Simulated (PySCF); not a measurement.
Functional benchmark on one molecule

Molecule: 1,4-cyclohexadiene (C1=CCC=CC1, C₆H₈).

Bonds (- single, = double, # triple, : aromatic): C1=C2 1.336 Å, C2-C3 1.498 Å, C3-C4 1.498 Å, C4=C5 1.336 Å, C5-C6 1.498 Å, C6-C1 1.498 Å. C1 carries H7; C2 carries H8; C3 carries H9, H10; C4 carries H11; C5 carries H12; C6 carries H13, H14.

Geometry PBE0-D3(BJ)/def2-SVP throughout; GIAO in PySCF 2.14, gas phase, one conformer, non-relativistic; equivalent atoms averaged; basis pcSseg-1.

Reference values (measured; solution, not stated in the table (CDCl3 in this author's series); The use of chemical shift calculations in the conformational analysis of substituted benzenes, New J. Chem. 2019 (ESI)): δ(H7/H8/H11/H12) = 5.70 ppm, δ(H9/H10/H13/H14) = 2.67 ppm. Computed shifts are taken against TMS, calculated as an isolated molecule at each level.

Question: How do the functionals HF, LDA, PBE, BLYP, BP86, OPBE, KT2, KT3, B97-D, B3LYP, PBE0, mPW1PW91, WP04, B97-2, BHandHLYP, CAM-B3LYP, wB97X-D, LC-wPBE perform against the reference? Times are CPU seconds on shared hosts with different chips, so compare them loosely; the GGAs took longer than the global hybrids here, which isn't the general rule, and the cause wasn't traced.

Answer: 
```csv
functional,kind,H7/H8/H11/H12,H9/H10/H13/H14,mean abs. error H,core-s
HF,Hartree–Fock,5.80,2.43,0.17,4.9
LDA,LDA,5.82,2.97,0.21,15
PBE,GGA,5.74,2.92,0.15,19
BLYP,GGA,5.65,2.92,0.15,19
BP86,GGA,5.74,2.91,0.14,18
OPBE,GGA,5.79,2.89,0.16,19
KT2,GGA,5.59,2.92,0.18,18
KT3,GGA,5.57,2.89,0.18,19
B97-D,GGA,5.66,2.91,0.14,18
B3LYP,global hybrid,5.70,2.78,0.05,12
PBE0,global hybrid,5.80,2.75,0.09,13
mPW1PW91,global hybrid,5.78,2.74,0.08,11
WP04,global hybrid,5.48,2.63,0.13,12
B97-2,global hybrid,5.74,2.76,0.06,11
BHandHLYP,global hybrid,5.74,2.62,0.04,10
CAM-B3LYP,range-separated hybrid,5.74,2.63,0.04,14
wB97X-D,range-separated hybrid,5.79,2.61,0.07,14
LC-wPBE,range-separated hybrid,5.87,2.47,0.18,19
```

For ¹H the closest is CAM-B3LYP (0.04 ppm, with BHandHLYP, B3LYP, B97-2 practically level) and the furthest LDA (0.21 ppm). One molecule is a small sample, and vibrational and solvent effects are absent from the calculation.
